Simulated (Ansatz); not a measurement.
A first, cheap relaxation of `C/C=C\CF`.

```yaml
crystal:
  periodic: [false, false, false]
  atoms:
    - {symbol: C, position_ang: [-1.675500, -0.308100, 0.115800]}
    - {symbol: C, position_ang: [-0.478300, -0.538200, -0.750100]}
    - {symbol: C, position_ang: [0.813400, -0.167600, -0.563400]}
    - {symbol: C, position_ang: [1.374900, 0.660100, 0.600300]}
    - {symbol: F, position_ang: [2.164100, 1.663500, 0.111800]}
    - {symbol: H, position_ang: [-2.099400, -1.280400, 0.383900]}
    - {symbol: H, position_ang: [-2.369200, 0.276000, -0.366800]}
    - {symbol: H, position_ang: [-1.407400, 0.168300, 1.089000]}
    - {symbol: H, position_ang: [-0.696200, -1.090200, -1.699900]}
    - {symbol: H, position_ang: [1.574400, -0.430900, -1.345400]}
    - {symbol: H, position_ang: [0.620900, 1.107400, 1.170700]}
    - {symbol: H, position_ang: [1.996100, -0.005100, 1.193400]}
basis:
  gaussian: {orbitals: def2-SVP}
hamiltonian: {xc: pbe, dispersion: d4}
relax: {f_tol: 0.03, max_steps: 200}
```

```sh
$ ansatz run in.yaml --threads 4 --pin off --events-out ev --progress --plain
```

It prints (some lines left out):

```
Functional definition: PBE
mean field -6964.28815044 eV, -255.9328689648 hartree, gradient 1.7e-5 eV, S^2 0.000000; 0 other end points of the search recorded, 0 dependent functions left out
relax step   1: F+E_penalty+E_count = -6964.48018769 eV  Δ(F+E_penalty+E_count) = +0.000e0 eV  max|allowed force component| = 2.843e0 eV/Å  Δτ_max = 0.0000 Å  (29 SCF iters, accepted)
mean field -6964.55693453 eV, -255.9427465978 hartree, gradient 1.1e-5 eV, S^2 0.000000; 0 other end points of the search recorded, 0 dependent functions left out
relax step   2: F+E_penalty+E_count = -6964.74965920 eV  Δ(F+E_penalty+E_count) = -2.695e-1 eV  max|allowed force component| = 1.026e0 eV/Å  Δτ_max = 0.0873 Å  (30 SCF iters, accepted)
mean field -6964.25954911 eV, -255.9318178851 hartree, gradient 1.1e-5 eV, S^2 0.000000; 0 other end points of the search recorded, 0 dependent functions left out
relax step   3: F+E_penalty+E_count = -6964.45523490 eV  Δ(F+E_penalty+E_count) = +2.944e-1 eV  max|allowed force component| = 3.694e0 eV/Å  Δτ_max = 0.2000 Å  (37 SCF iters, rejected (line search))
mean field -6964.59586742 eV, -255.9441773550 hartree, gradient 1.0e-5 eV, S^2 0.000000; 0 other end points of the search recorded, 0 dependent functions left out
relax step   4: F+E_penalty+E_count = -6964.78888619 eV  Δ(F+E_penalty+E_count) = -3.923e-2 eV  max|allowed force component| = 1.085e-1 eV/Å  Δτ_max = 0.0828 Å  (31 SCF iters, accepted)
mean field -6964.59679574 eV, -255.9442114702 hartree, gradient 1.1e-5 eV, S^2 0.000000; 0 other end points of the search recorded, 0 dependent functions left out
relax step   5: F+E_penalty+E_count = -6964.79000481 eV  Δ(F+E_penalty+E_count) = -1.119e-3 eV  max|allowed force component| = 4.370e-2 eV/Å  Δτ_max = 0.0113 Å  (33 SCF iters, accepted)
mean field -6964.59708530 eV, -255.9442221114 hartree, gradient 1.1e-5 eV, S^2 0.000000; 0 other end points of the search recorded, 0 dependent functions left out
relax step   6: F+E_penalty+E_count = -6964.79026763 eV  Δ(F+E_penalty+E_count) = -2.628e-4 eV  max|allowed force component| = 1.694e-2 eV/Å  Δτ_max = 0.0083 Å  (33 SCF iters, accepted)
mean field -6964.59708530 eV, -255.9442221114 hartree, gradient 2.3e-5 eV, S^2 0.000000; 1 other end points of the search recorded, 0 dependent functions left out
Total energy: -6964.79029724 eV, -255.9513225192 hartree
Atom 0 at    -1.635573    -0.294417     0.126173 Å, force    -0.016944     0.005278    -0.011982 eV/Å
Atom 1 at    -0.461619    -0.529663    -0.776070 Å, force    -0.009913     0.007663    -0.003811 eV/Å
Atom 2 at     0.817017    -0.140473    -0.589980 Å, force     0.001976    -0.015189    -0.003680 eV/Å
Atom 3 at     1.371338     0.610802     0.578837 Å, force     0.008385     0.013517     0.009069 eV/Å
Atom 4 at     2.141203     1.686628     0.138843 Å, force    -0.000689    -0.000874     0.005687 eV/Å
Atom 5 at    -2.047809    -1.256341     0.500903 Å, force     0.003333    -0.002710     0.005769 eV/Å
Atom 6 at    -2.463887     0.197981    -0.427691 Å, force     0.007806    -0.009315     0.002896 eV/Å
Atom 7 at    -1.393659     0.330910     1.006630 Å, force     0.002474     0.005808     0.008270 eV/Å
Atom 8 at    -0.683526    -1.096135    -1.698449 Å, force     0.000224    -0.002594    -0.007527 eV/Å
Atom 9 at     1.567713    -0.400586    -1.356818 Å, force     0.000053     0.000057    -0.000428 eV/Å
Atom 10 at     0.572888     0.997029     1.250077 Å, force     0.004783    -0.003875    -0.003726 eV/Å
Atom 11 at     2.033713    -0.050936     1.186845 Å, force    -0.001487     0.002233    -0.000538 eV/Å
Dipole moment:    -0.292890    -0.289879     0.099688 e Å
```

Run time 7 s (4 threads of a server CPU on a shared host); peak host memory 0.15 GiB.
